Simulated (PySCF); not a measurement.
An unknown is described by computed data only.

Formula: C3H5F2N.

| Item | Value |
| --- | --- |
| 1H NMR | chemical shifts (computed TMS as zero) by class: 7.84 (1 H), 6.14 (1 H), 3.81 (3 H) ppm [GIAO PBE0/pcSseg-1] |
| Triplet | lowest triplet excitation (Tamm–Dancoff): 4.00 eV [TDA PBE0/def2-SVPD] |
| 13C NMR | chemical shifts (computed TMS as zero) by class: 161.6 (1 C), 121.9 (1 C), 50.5 (1 C) ppm [GIAO PBE0/pcSseg-1] |
| Rotational structure | rotational constants A, B, C: 8.838, 1.828, 1.622 GHz [GFN2-xTB] |
| UV, strongest line | among the 6 lowest singlet transitions: S4 at 7.87 eV (157 nm, f = 0.294) [TDDFT PBE0/def2-SVPD] |
| UV, first state | lowest singlet excitation: 4.87 eV (254 nm, f = 0.001) [TDDFT PBE0/def2-SVPD] |
| Dipole | 2.47 D [PBE0/def2-SVPD] |
| NMR, other nuclei | isotropic shieldings of nuclei other than C and H, by class: -133 (1 N), 309 (2 F) ppm [GIAO PBE0/pcSseg-1] |
| Polarisability | 48.8 au [PBE0/def2-SVPD] |

Electronic properties: PySCF, gas phase, density fitting. Levels stand in brackets. NMR shifts are as computed; neighbouring signals can stand in another order in a measured spectrum. The structure is a single GFN2-xTB conformer in the gas phase; no vibrational or solvent corrections. NMR values are class means; diastereotopic atoms form classes of their own.

Problem. What is the compound? Reason from the data.

Solution. Numbering: `[CH3:1]/[N:2]=[CH:3]/[CH:4]([F:5])[F:6]`. Its formula, C3H5F2N, gives 1 degree of unsaturation: 0 rings and 1 π bond in the structure found. 3 carbons fall into 3 classes; from least to most shielded: imine carbon [C3] (161.6 ppm), CHF2 carbon [C4] (121.9 ppm), N-methyl carbon [C1] (50.5 ppm). Hydrogen classes from least to most shielded: 1 H on an imine carbon, C3 (7.84 ppm), 1 H on a CHF2 carbon, C4 (6.14 ppm), 3 H on an N-methyl carbon, C1 (3.81 ppm, a mean of values up to 0.9 ppm apart in this geometry). The other shieldings belong to: -133 ppm, imine nitrogen [N2]; 309 ppm, fluorine of a CF2 group [F5/F6]. S1 is mainly HOMO→LUMO (weight 0.99); the largest Löwdin shares of the orbital it empties are 0.58 on the imine nitrogen, 0.12 on the imine carbon, 0.11 on the N-methyl carbon and 0.05 on the hydrogen on a C=N carbon, of the orbital it fills 0.37 on the imine nitrogen, 0.33 on the imine carbon, 0.06 on the CHF2 carbon and 0.06 on the hydrogen on a C=N carbon. The optimised geometry has point group Cs and is an asymmetric top. Structure: `C/N=C/C(F)F`. Computed isomers that give other values at the same levels: `FC(F)[C@@H]1CN1` (13C chemical shifts (computed TMS as zero) by class: 128.4 (1 C), 31.8 (1 C), 20.3 (1 C) ppm); `[H]/N=C(/C)C(F)F` (13C chemical shifts (computed TMS as zero) by class: 173.1 (1 C), 117.3 (1 C), 23.5 (1 C) ppm). The assignments are read from this structure; whether some other isomer fits the data as well wasn't checked.

The values belong to the conformer `[CH3:1]/[N:2]=[CH:3]/[CH:4]([F:5])[F:6]`: N2–C3–C4–F5 -122°.
